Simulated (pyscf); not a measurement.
Structures and frequencies: ωB97X-D3(BJ)/def2-SVP in PySCF. MP2 and CC: frozen core, UHF for open shells. ΔMP2 is the change of the MP2 total energy from the triple- to the quadruple-zeta basis.

Task: Estimate by transition-state theory the rate constant of H₃Si–GeH₃ + HF → F–SiH₃ + GeH₄ (singlet surface; Ge–Si, F–H broken, F–Si, Ge–H formed) at 900 K, with CCSD(T)/def2-TZVPP + ΔMP2(QZVPP) energies (ideal gas, 1 atm, RRHO with modes under 100 cm⁻¹ raised to 100, one conformer, R ln 2 for chiral ones without a mode under 150 cm⁻¹; no tunnelling).

Result: The electronic barrier is 39.0 kcal/mol and the thermal terms add +26.8, so ΔG‡ = 65.9 kcal/mol. With k_BT/h = 1.88e+13 s⁻¹ and RT = 1.788 kcal/mol, and a volume of 1.23e-19 cm³ per molecule at 1 atm, k = 2.3e-22 cm³ molecule⁻¹ s⁻¹. Wigner's tunnelling factor for 1173i cm⁻¹ would be 1.15. A shift of 1 kcal/mol in the barrier changes k by a factor 1.7. One saddle was located; it need not be the lowest between these sides. The CCSD(T) − MP2 part came from Ansatz, without density fitting, on the same reference. The frozen core leaves the outer d or s,p core shells of the metals and heavy elements correlated in the MP2 and CC values, and def2-TZVPP describes them poorly, which can shift differences by a few kcal/mol. Elements up to Kr have no core potential and no relativistic terms here.
